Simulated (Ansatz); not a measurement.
Results of r²SCAN (Ansatz, a first-principles code, PAW) for hcp Re.

Run with plane-wave cutoff 500 eV, 30×30×16 k mesh (along the axes of the cell as run), Fermi–Dirac smearing 0.1 eV, no spin polarisation, scalar-relativistic PAW data made under PBE.

Computed at the level's own relaxed cell.

Estimate the equilibrium volume per atom, lattice parameter a and lattice parameter c that the calculation returns.


- equilibrium volume per atom = 14.70 Å³/atom
- lattice parameter a = 2.759 Å
- lattice parameter c = 4.460 Å

Measured, for comparison: lattice constant a 2.761 Å, lattice parameter c 4.458 Å (293 K, not corrected to a static lattice; as tabulated in Wikipedia's data pages). Computed (rounded) less measured: lattice constant a -0.1 %, lattice parameter c 0.0 %.

Spin–orbit coupling is not included.

Static lattice: no zero-point or thermal effects.
